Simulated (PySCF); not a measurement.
# Spin-rotation constants: SMILES C#CC[P-]C, [C₄H₆P]-, charge -1

Molfile (atoms numbered from 1):
```
C4H6P
     RDKit          3D

 11 10  0  0  0  0  0  0  0  0999 V2000
    1.6735    1.7039    0.6768 C   0  0  0  0  0  0  0  0  0  0  0  0
    1.3643    0.5502    0.4283 C   0  0  0  0  0  0  0  0  0  0  0  0
    0.9611   -0.8191    0.1505 C   0  0  0  0  0  0  0  0  0  0  0  0
   -0.4511   -0.9966   -1.1248 P   0  0  0  0  0  0  0  0  0  0  0  0
   -1.7818   -0.2032   -0.0568 C   0  0  0  0  0  0  0  0  0  0  0  0
    1.9026    2.7388    0.8377 H   0  0  0  0  0  0  0  0  0  0  0  0
    0.7219   -1.3125    1.1170 H   0  0  0  0  0  0  0  0  0  0  0  0
    1.8258   -1.3653   -0.2682 H   0  0  0  0  0  0  0  0  0  0  0  0
   -2.7280   -0.2110   -0.6292 H   0  0  0  0  0  0  0  0  0  0  0  0
   -1.5798    0.8549    0.2078 H   0  0  0  0  0  0  0  0  0  0  0  0
   -1.9854   -0.7364    0.8983 H   0  0  0  0  0  0  0  0  0  0  0  0
  1  2  3  0
  2  3  1  0
  3  4  1  0
  4  5  1  0
  1  6  1  0
  3  7  1  0
  3  8  1  0
  5  9  1  0
  5 10  1  0
  5 11  1  0
M  CHG  1   4  -1
M  END
```

Level of theory: GIAO B97-2/aug-pcSseg-1 magnetisability, rotational g tensor and spin-rotation constants, non-relativistic, gas phase (PySCF 2.14.0). Geometry: PBE0-D3(BJ)/def2-SVP.

For an ion the centre-of-mass motion in the field is neglected. The highest occupied orbital is unbound at this level, so the values depend on the basis.

Task: Give the nuclear spin-rotation constants along the inertial axes (H = +C I·J) beside the isotropic shieldings.

Result: Rotational constants 7.3241, 2.3916, 2.0180 GHz. A star marks the isotopologue with that one atom substituted, in its own axes.
```tsv
atom	isotope	Caa (kHz)	Cbb (kHz)	Ccc (kHz)	mean (kHz)	σ (ppm)
P4	31P	10.970	4.679	3.372	6.341	273.3
H6	1H	-0.259	-0.125	-0.154	-0.179	30.0
H7	1H	-0.683	-0.145	0.109	-0.240	27.9
H8	1H	-0.646	0.124	-0.155	-0.226	28.5
H9	1H	0.067	-0.147	-0.153	-0.078	29.8
H10	1H	0.028	-0.085	-0.153	-0.070	28.8
H11	1H	-0.554	-0.206	0.087	-0.224	29.4
C1	13C*	1.017	0.557	0.523	0.699	124.5
C2	13C*	1.301	0.714	0.705	0.906	83.5
C3	13C*	1.109	0.397	0.328	0.611	159.3
C5	13C*	1.183	0.359	0.288	0.610	164.6
```
For the geometry as given, no vibrational averaging.

Task: How do the rotational constants and the g tensor change when H6, H7, H8, H9, H10, H11 are replaced by deuterium?

Result: Constants 5.7044, 2.1411, 1.7785 GHz; g -0.0624, -0.0348, -0.0273, against -0.0778, -0.0394, -0.0309 before.
